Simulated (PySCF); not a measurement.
# PH: a composite coupled-cluster calculation

State: ³Σ⁻, triplet, unpaired electrons π ↑↑. De refers to P + H. ROHF-based CCSD(T) in PySCF 2.14 with P aug-cc-pV(T+d)Z, H aug-cc-pVTZ and P aug-cc-pV(Q+d)Z, H aug-cc-pVQZ (frozen core orbitals: 5; no relativity). Correlation energies are extrapolated as n⁻³ (n = 3, 4), Hartree–Fock as (n+1)·exp(−9√n). CV is the change on freezing 1 orbitals instead, in P cc-pwCVTZ, H cc-pVTZ. SR is the spin-free X2C energy in P cc-pVTZ-DK, H cc-pVTZ-DK less the non-relativistic one in P cc-pVTZ, H cc-pVTZ.

| Level | Re (Å) | ωe (cm⁻¹) | ωexe (cm⁻¹) | αe (cm⁻¹) | De (eV) |
| --- | --- | --- | --- | --- | --- |
| CCSD(T)/TZ | 1.4262 | 2353.2 | 43.6 | 0.250 | 3.091 |
| CCSD(T)/QZ | 1.4243 | 2367.7 | 43.6 | 0.250 | 3.151 |
| HF/CBS | 1.4114 | 2492.9 | 36.6 | 0.221 | 2.075 |
| MP2/CBS | 1.4148 | 2453.9 | 38.2 | 0.229 | 3.052 |
| CCSD/CBS | 1.4211 | 2395.3 | 42.2 | 0.244 | 3.164 |
| CCSD(T)/CBS | 1.4236 | 2375.1 | 43.3 | 0.248 | 3.190 |
| CCSD(T)/CBS+CV | 1.4217 | 2377.2 | 43.4 | 0.249 | 3.195 |
| CCSD(T)/CBS+CV+SR | 1.4217 | 2373.5 | 43.4 | 0.249 | 3.189 |

How much is left between CCSD(T)/QZ and the basis-set limit, and how much do the triples give at the limit?

CCSD(T)/CBS less CCSD(T)/QZ: -0.7 mÅ in Re, +7.4 cm⁻¹ in ωe and +0.039 eV in De. CCSD(T)/CBS less CCSD/CBS: +2.5 mÅ in Re, -20.2 cm⁻¹ in ωe and +0.026 eV in De.

What do the later terms add?

CV: -1.9 mÅ in Re, +2.1 cm⁻¹ in ωe and +0.005 eV in De; SR: +0.0 mÅ in Re, -3.7 cm⁻¹ in ωe and -0.006 eV in De, each against the row above.

The T1 diagnostic is 0.021. The state was picked by a PBE0 search and need not be the measured ground state. Spin–orbit coupling, excitations beyond (T) and corrections to the Born–Oppenheimer picture are left out.

The whole job (state search and all basis sets along the bond) took about 11 min on 4 threads of Arm Neoverse V1 (shared host), peak memory 16 GiB.
